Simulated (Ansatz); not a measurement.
Relaxed structures of CH4ClSi (charge -1), singlet (PBE0-D4/def2-TZVPD; forces vanish, vibrations not checked; lower isomers may exist, and structures with a doubtful reference or unclear bonds are left out; Å). Program: Ansatz 0.2.0. Basis: def2-TZVPPD. Cores are frozen in the correlated methods.

Question: Rank them by CCSD(T) energy, lowest first, and give each one's height above the lowest. Links in brackets join atoms within 1.22 times the sum of their covalent radii (1.1 for two metals). (Judge from chemistry; the value comes from the calculation.)
A.
CH₄ClSi ([SiH3][CH][Cl]), total charge -1
```
7
angstrom
Si -0.3763 -0.0124 -0.9437
C 0.5949 -0.0765 0.5678
Cl 0.9123 -1.7879 1.1208
H -1.7803 -0.5258 -0.7572
H -0.5085 1.4277 -1.3719
H 1.5649 0.4238 0.5400
H 0.0154 -0.7260 -2.2434
```
B.
CH₄ClSi ([CH2][SiH2][Cl]), total charge -1
```
7
angstrom
Si 0.4025 -0.0347 0.4915
C -0.6279 0.3693 -0.8524
Cl 1.3219 -2.0686 0.7956
H -1.6609 0.0249 -0.8742
H -0.1997 0.5414 -1.8389
H 1.6919 0.7236 0.5429
H -0.2597 0.0339 1.8321
```
C.
CH₄ClSi ([SiH2][CH2][Cl]), total charge -1
```
7
angstrom
Si -0.4492 -0.0003 -1.2671
C 0.4967 -0.1205 0.4488
Cl 1.0135 -1.8159 0.9006
H -1.8565 -0.2622 -0.6916
H -0.5607 1.5368 -1.1158
H 1.4300 0.4455 0.4101
H -0.0738 0.2165 1.3150
```

Answer: By the calculation: B (0.000 eV), C (1.433 eV), A (2.017 eV). Heights count from the lowest.

No T1 diagnostic of these runs exceeds 0.013.

For scale, one of the runs: CCSD(T)/def2-TZVPPD, 204 basis functions, launched by `ansatz run in.yaml --threads 2 --pin off --events-out ev --progress --plain --max-ram 4352MiB`. Hardware: 2 CPU threads of an Arm Neoverse V1, shared host. Wall time 60 s; peak host memory 2.4 GiB.
